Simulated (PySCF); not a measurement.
C5H6O.
Atom-mapped SMILES: `[CH:1]#[C:2]/[CH:3]=[CH:4]/[O:5][CH3:6]`

Lines to be assigned: C 1s: 289.70 (area 1), 290.50 (area 1), 290.76 (area 1), 292.03 (area 1), 292.77 (area 1) eV; O 1s: 539.39 eV.

Theory: delta-SCF UKS SCAN, pcX-2 on the ionised atom, pcseg-1 elsewhere, spin-free X2C in PySCF 2.14.0. Isolated species at its PBE0-D3(BJ)/def2-SVP geometry (one conformer only).

(1) Which carbon gives which C 1s line?

Results:

(1) 289.70 eV: C1 (terminal alkyne carbon); 290.50 eV: C2 (alkyne carbon); 290.76 eV: C3 (alkene CH carbon); 292.03 eV: C4 (vinylic carbon bearing oxygen); 292.77 eV: C6 (methoxy carbon). The listed C 1s values span 3.07 eV, from C1 (bonded to C (triple bond) and H) to C6 (bonded to O and 3 H). The widest gap between neighbouring values is 1.27 eV, between 290.76 and 292.03 eV. Summing the Pauling electronegativity differences to the bonded atoms, each weighted by its formal bond order, gives -0.35 for the lowest site and -0.16 for the highest; the largest sum, +0.54, belongs to C4, 0.74 eV below the top.

Bonded neighbours of each site: C1: C (triple bond) and H; C2: C (triple bond) and C; C3: C (double bond), C and H; C4: O, C (double bond) and H; O5: 2 C; C6: O and 3 H.

Task: Give the binding energy of C 1s of C3 in hartree and in kJ/mol.

Result: 290.76 eV = 10.6852 Eh = 28054 kJ/mol.

The unrestricted hole states depart most from a pure doublet (⟨S²⟩ = 0.75; over 0.85 named) for C 1s of C2 (0.87) and C 1s of C4 (0.90), which makes these values less certain.

Conformer computed: `[CH:1]#[C:2]/[CH:3]=[CH:4]/[O:5][CH3:6]`: C3–C4–O5–C6 0°.
